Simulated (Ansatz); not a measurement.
**CH₄BS radical: how energies converge with the basis set**

Aim: see how fast density functionals converge with the basis set for CH₄BS radical.

The runs use Ansatz 0.2.0, Gaussian basis; one geometry, several basis sets.

Plan: PBE0-D4/def2-SVP; ωB97M-V/def2-SVP; PBE0-D4/def2-QZVPP; ωB97M-V/def2-QZVPP; the functionals' def2-TZVPP values are taken from earlier runs.

## 1. The geometry

The geometry comes from an earlier relaxation with PBE0-D4 in a triple-zeta def2 set; it is a stationary point, not always the lowest conformer.

7 atoms, charge 0, spin multiplicity 2.

Atoms are counted from 1 here; the program's logs count them from 0.

Bond lengths: C1–B2 1.547 Å, C1–H4 1.095 Å, C1–H5 1.096 Å, C1–H6 1.095 Å, B2–S3 1.759 Å, S3–H7 1.346 Å. Angles: B2–C1–H4 109.7°, B2–C1–H5 114.7°, B2–C1–H6 109.7°, H4–C1–H5 108.3°, H4–C1–H6 105.7°, H5–C1–H6 108.3°, C1–B2–S3 128.0°, B2–S3–H7 99.1°.

## 2. PBE0-D4 in def2-SVP

in.yaml reads:

```yaml
crystal:
  periodic: [false, false, false]
  atoms:
    - {symbol: C, position_ang: [-0.877229, 0.454453, -0.160317]}
    - {symbol: B, position_ang: [0.209515, -0.571511, 0.240879]}
    - {symbol: S, position_ang: [1.952861, -0.430440, 0.053414]}
    - {symbol: H, position_ang: [-1.579816, -0.007444, -0.862093]}
    - {symbol: H, position_ang: [-0.492903, 1.374611, -0.613947]}
    - {symbol: H, position_ang: [-1.471529, 0.726310, 0.718438]}
    - {symbol: H, position_ang: [2.320302, -1.613979, 0.577826]}
basis:
  gaussian: {orbitals: def2-SVP}
magnetization: {spin_polarized: true, initial_magnetization: 1}
hamiltonian: {xc: pbe0, dispersion: d4}
output: {orbitals: {seedname: orbitals}}
```

After this run come: ωB97M-V in def2-SVP; PBE0-D4 in def2-QZVPP; ωB97M-V in def2-QZVPP.

**Question.** What will the summary of the whole plan be? Wanted: PBE0-D4: double and triple zeta above quadruple; ωB97M-V: double and triple zeta above quadruple.

**Answer**, as computed:

```
                                       quantity          value
PBE0-D4: double and triple zeta above quadruple  6.09, 0.43 eV
ωB97M-V: double and triple zeta above quadruple  6.17, 0.41 eV
```

What this shows: For PBE0-D4 the step from double to triple zeta gains 5.65 eV and the next only 0.43 eV. These are total energies; as a rule much of such shifts cancels in differences, which this series doesn't test.
